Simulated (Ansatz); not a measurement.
# SiH+ (triplet): from Hartree-Fock to the top rungs, def2-TZVPP

An exercise on one series of results from a longer session: the logs are not shown, and one member is left open.

Method: def2-TZVPP, core rule «outside noble gas», up to 5 orbitals frozen; program: Ansatz 0.2.0, Gaussian basis.

The runs, in order: UHF; ROHF; CCSD(T) on UHF.

2 further runs of the same task are left out: 2 set aside as unsound or not needed.

## The geometry

The geometry is a PBE0/def2-TZVP stationary point (not a proven minimum) of the parent state, kept for this charge and spin.

2 atoms, charge 1, spin multiplicity 3.

Atoms are counted from 1 here; the program's logs count them from 0.

Bond lengths: Si1–H2 1.519 Å.

The first run:

Contents of in.yaml:

```yaml
crystal:
  periodic: [false, false, false]
  atoms:
    - {symbol: Si, position_ang: [0.000000, 0.000000, 0.000000]}
    - {symbol: H, position_ang: [0.000000, 0.000000, 1.518600]}
basis:
  gaussian: {orbitals: def2-TZVPP}
total_charge: 1
magnetization: {spin_polarized: true, initial_magnetization: 2}
hamiltonian: {xc: hf}
output: {orbitals: {seedname: orbitals}}
```

Started as:

```
ansatz run in.yaml --threads 1 --pin off --events-out ev --progress --plain --max-ram 4096MiB --backend cpu
```

Among the steps run: UHF; ROHF; CCSD(T) on UHF.

One table of the session follows, with a row left open; its other results are not shown here.

| method | from UCCSD(T) (meV) |
| --- | --- |
| ROHF | +1963.3 |
| UHF | +1849.6 |
| UMP2 | ? |
| UCCSD | +49.2 |
| UCCSD(T) | 0 |

Estimate the missing values for UMP2.

**Answer.** from UCCSD(T) (meV): +517.2. In the column «from UCCSD(T) (meV)» it lies between UCCSD (+49.2) and UHF (+1849.6).
